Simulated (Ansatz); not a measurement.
Smallest direct gap on the k points sampled of ZrSe3 (P2₁/m, No. 11) at several levels of theory

No measured value is used here.

| level (code) | value (eV) | cell (Å³/atom) |
|---|---|---|
| LDA (Ansatz) | ___ | 23.89 |
| r²SCAN+SOC (Ansatz) | 0.89 | 23.89 |
| r²SCAN+rVV10 (Ansatz) | 0.90 | 24.07 |

**Question.** Some entries are withheld; supply them.

**Answer.** 
- LDA (Ansatz, a quantum-chemistry and plane-wave program), value (eV): 0.62

At these levels the smallest gap is indirect and lower: LDA 0.27, r²SCAN+SOC 0.54, r²SCAN+rVV10 0.61 eV. Computed values are for a static lattice. Spin–orbit coupling is included only where a level's name says +SOC; with heavier elements it mostly lowers gaps and can invert bands.  Values are at the measured cell; r²SCAN+rVV10 at the level's own relaxed cell. Cutoffs differ between the levels. Ansatz's density-functional and Hartree–Fock values are scalar-relativistic unless marked +SOC, with PAW data made under PBE.
